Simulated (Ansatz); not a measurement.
**FH₃SSi (SMILES F[SiH2]S): one structure at several levels**

One table from this session's results is given with a row withheld; the runs are named, their logs left out.

Method: single points in def2-TZVPP; program: Ansatz 0.2.0, Gaussian basis.

Cores are frozen in the correlated methods.

**Where the work starts**

SMILES `F[SiH2]S`, 6 atoms, charge 0, spin multiplicity 1.

Atoms are counted from 1 here; the program's logs count them from 0.

Bond lengths: F1–Si2 1.532 Å, Si2–S3 2.139 Å, Si2–H4 1.146 Å, Si2–H5 1.536 Å, S3–H6 1.242 Å. Angles: F1–Si2–S3 108.4°, F1–Si2–H4 105.9°, F1–Si2–H5 97.7°, S3–Si2–H4 111.0°, S3–Si2–H5 111.2°, H4–Si2–H5 121.1°, Si2–S3–H6 112.4°.

Geometry (Å):

```csv
atom,x (Å),y (Å),z (Å)
F1,-1.6980,0.5962,-0.3964
Si2,-0.3289,-0.0916,-0.4229
S3,0.5668,0.1162,1.5081
H4,-0.5360,-1.1925,-0.6635
H5,0.3447,0.8316,-1.4487
H6,1.7795,-0.1516,1.4978
```

The first run:

Contents of run/in.yaml:

```yaml
crystal:
  periodic: [false, false, false]
  atoms:
    - {symbol: F, position_ang: [-1.698000, 0.596200, -0.396400]}
    - {symbol: Si, position_ang: [-0.328900, -0.091600, -0.422900]}
    - {symbol: S, position_ang: [0.566800, 0.116200, 1.508100]}
    - {symbol: H, position_ang: [-0.536000, -1.192500, -0.663500]}
    - {symbol: H, position_ang: [0.344700, 0.831600, -1.448700]}
    - {symbol: H, position_ang: [1.779500, -0.151600, 1.497800]}
basis:
  gaussian: {orbitals: def2-TZVPP}
correlation: {method: ccsd_t}
output: {forces: true}
```

No record of the launch command was kept for these runs.

Among the steps run: CCSD(T)/def2-TZVPP; PBE0-D4/def2-TZVPP; wB97M-V/def2-TZVPP; r2SCAN-D4/def2-TZVPP; PBE-D4/def2-TZVPP; LC-wPBE/def2-TZVPP; BLYP-D4/def2-TZVPP.

One of the session's tables, all rows but one given; the rest of the session is left out.

```
   method  RMS force component (eV/Å)  angle to CCSD(T) forces (°)  dipole (D)
  CCSD(T)                       4.744                    reference        2.08
  PBE0-D4                       4.749                          0.9        2.07
  wB97M-V                           ?                            ?           ?
r2SCAN-D4                       4.736                          0.8        2.02
   PBE-D4                       4.766                          2.8        1.93
  LC-wPBE                       4.763                          1.1        2.14
  BLYP-D4                       4.698                          3.3        1.95
```

Q: Estimate the row for wB97M-V from the others.

**Answer.** RMS force component (eV/Å): 4.691; angle to CCSD(T) forces (°): 0.8; dipole (D): 2.06. In the column «RMS force component (eV/Å)» it is the lowest.
